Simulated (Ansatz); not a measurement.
Input for Ansatz (development build ahead of 0.2.0):

```yaml
crystal:
  periodic: [false, false, false]
  atoms:
    - { symbol: C, position_ang: [0.72126, 0.84601, 0.0] }
    - { symbol: C, position_ang: [-0.72126, 0.84601, 0.0] }
    - { symbol: C, position_ang: [-0.72126, -0.84601, 0.0] }
    - { symbol: C, position_ang: [0.72126, -0.84601, 0.0] }
    - { symbol: H, position_ang: [1.55609, 1.67747, 0.0] }
    - { symbol: H, position_ang: [-1.55609, 1.67747, 0.0] }
    - { symbol: H, position_ang: [-1.55609, -1.67747, 0.0] }
    - { symbol: H, position_ang: [1.55609, -1.67747, 0.0] }
basis:
  gaussian: { orbitals: cc-pVTZ }
hamiltonian:
  xc: hf
```

The input is written out in the form of the current development build from the run's settings.

The run gave:

| Property | Result |
| --- | --- |
| Converged | yes |
| Total energy | -153.62077 hartree |
| Spin squared of the determinant | 0.000 |

Caution: in another basis set an unrestricted determinant lies well below.
